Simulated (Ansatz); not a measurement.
Dissociation curve of Na2, singlet.

Method: CCSD(T) on UHF/cc-pVTZ, frozen core (Ansatz, an electronic-structure program).

The batch members p0 to p11 hold the bond at 2.50, 2.65, 2.78, 2.93, 3.01, 3.10, 3.16, 3.29, 3.45, 3.52, 3.81, 4.14 Å.

Ansatz input:

Ansatz 0.2 input:
```yaml
# input.yaml
basis:
  gaussian: { orbitals: cc-pvtz }
correlation:
  method: ccsd_t
  electrons: outside_noble_gas
scf:
  omitted_lower_state_checks: [cluster_reference, increment]
batch:
  members: [p0.yaml, p1.yaml, p2.yaml, p3.yaml, p4.yaml, p5.yaml, p6.yaml, p7.yaml, p8.yaml, p9.yaml, p10.yaml, p11.yaml]

# p6.yaml, one of the 12 members of this batch
crystal:
  periodic: [false, false, false]
  atoms:
    - { symbol: Na, position_ang: [0.0, 0.0, 0.0] }
    - { symbol: Na, position_ang: [0.0, 0.0, 3.16] }
total_charge: 0
magnetization:
  spin_polarized: true
```

Lines of the output on each member:

```
Member 3: Total energy: -8809.44282955 eV, -323.7410527313 hartree
Member 3: Checks for a lower state left out: cluster_reference, increment
Member 2: Total energy: -8809.37987933 eV, -323.7387393532 hartree
Member 2: Checks for a lower state left out: cluster_reference, increment
Member 1: Total energy: -8809.29182736 eV, -323.7355035030 hartree
Member 1: Checks for a lower state left out: cluster_reference, increment
Member 0: Total energy: -8809.14334316 eV, -323.7300468094 hartree
Member 0: Checks for a lower state left out: cluster_reference, increment
Member 4: Total energy: -8809.46222986 eV, -323.7417656795 hartree
Member 4: Checks for a lower state left out: cluster_reference, increment
Member 6: Total energy: -8809.47693675 eV, -323.7423061476 hartree
Member 6: Checks for a lower state left out: cluster_reference, increment
Member 5: Total energy: -8809.47412787 eV, -323.7422029233 hartree
Member 5: Checks for a lower state left out: cluster_reference, increment
Member 7: Total energy: -8809.47113613 eV, -323.7420929788 hartree
Member 7: Checks for a lower state left out: cluster_reference, increment
Member 8: Total energy: -8809.44617502 eV, -323.7411756748 hartree
Member 8: Checks for a lower state left out: cluster_reference, increment
Member 9: Total energy: -8809.43048667 eV, -323.7405991386 hartree
Member 9: Checks for a lower state left out: cluster_reference, increment
Member 10: Total energy: -8809.34536427 eV, -323.7374709482 hartree
Member 10: Checks for a lower state left out: cluster_reference, increment
Member 11: Total energy: -8809.23027413 eV, -323.7332414635 hartree
Member 11: Checks for a lower state left out: cluster_reference, increment
```

The unrestricted determinant behind UCCSD(T) is spin-contaminated at 2.50 to 9.24 Å (<S²> up to 1.0, against 0.00 for a pure singlet). With two correlated electrons CCSD is exact in the basis where it finds the lowest root (UCCSD(T)).
